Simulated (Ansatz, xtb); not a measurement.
Two structures of CHBO−

We compare a, a doublet given by its coordinates, with b, a doublet given by its coordinates. Both are isolated ions in the gas phase, relaxed with B3LYP-D3(BJ)/def2-SVPD.

a (Å):

| atom | x (Å) | y (Å) | z (Å) |
| --- | --- | --- | --- |
| C | -0.7077 | 0.6007 | 0.5560 |
| B | -0.7116 | -0.2811 | -0.5319 |
| O | -0.5936 | 1.2378 | 1.5870 |
| H | -1.1494 | -0.3962 | -1.6376 |

Close contacts (Å): C1–B2 1.40, C1–O3 1.22, B2–H4 1.19.

b (Å):

```xyz
4

C    -1.1320    0.2416    1.2993
B    -1.4215    1.2626    0.2720
O    -2.2929    0.2237    0.1160
H    -1.2908    2.3036   -0.3370
```

Close contacts (Å): C1–B2 1.48, C1–O3 1.66, B2–O3 1.36, B2–H4 1.21.

**Question.** Which of the two would you expect CCSD(T)/def2-SVPD electronic energies to favour?

**Answer.** Structure a; the calculation gives E(b) − E(a) = +1.142 eV.

Level by level:

| level | geometry | E(b) − E(a) (eV) | departure from the last row (eV) | job, with rough time for the two |
| --- | --- | --- | --- | --- |
| GFN2-xTB | GFN2-xTB | +1.100 | −0.042 | optimisation, 0.093 s |
| HF/STO-3G | GFN2-xTB | +0.393 | −0.749 | single point, 0.79 s |
| r2SCAN-D4/def2-SVPD | GFN2-xTB | +1.133 | −0.010 | single point, 18 s |
| B3LYP-D3(BJ)/def2-SVPD | B3LYP-D3(BJ)/def2-SVPD | +1.226 | +0.084 | optimisation, 5 min |
| HF/def2-SVPD | B3LYP-D3(BJ)/def2-SVPD | +1.043 | −0.099 | part of the CCSD(T) run |
| MP2/def2-SVPD | B3LYP-D3(BJ)/def2-SVPD | +0.980 | −0.162 | part of the CCSD(T) run |
| CCSD(T)/def2-SVPD | B3LYP-D3(BJ)/def2-SVPD | +1.142 |  | single point, 17 s |

None of the levels shown reverses the order. The largest departure from CCSD(T)/def2-SVPD is that of HF/STO-3G, 0.749 eV. MP2 in a larger basis moves the difference by −0.023 eV, a step that isn't added because spin contamination makes open-shell MP2 unreliable in this search.

With harmonic frequencies from B3LYP-D3(BJ)/def2-SVPD (ideal gas, rigid rotor, one conformer each, 298.15 K, 1 atm): the zero-point term adds −0.007 eV; ΔH is +1.128 and ΔG +1.112 eV.

The T1 diagnostic of structure a is large, so the coupled-cluster value is less sure. Open shells are spin-unrestricted, with notable spin contamination under HF/STO-3G, HF/def2-SVPD, MP2/def2-SVPD, CCSD(T)/def2-SVPD. The correlated steps freeze 3 core orbitals. Codes used: Ansatz 0.2.0, xtb 6.7.1; the last row on 1 thread of Arm Neoverse V1 on a shared host.
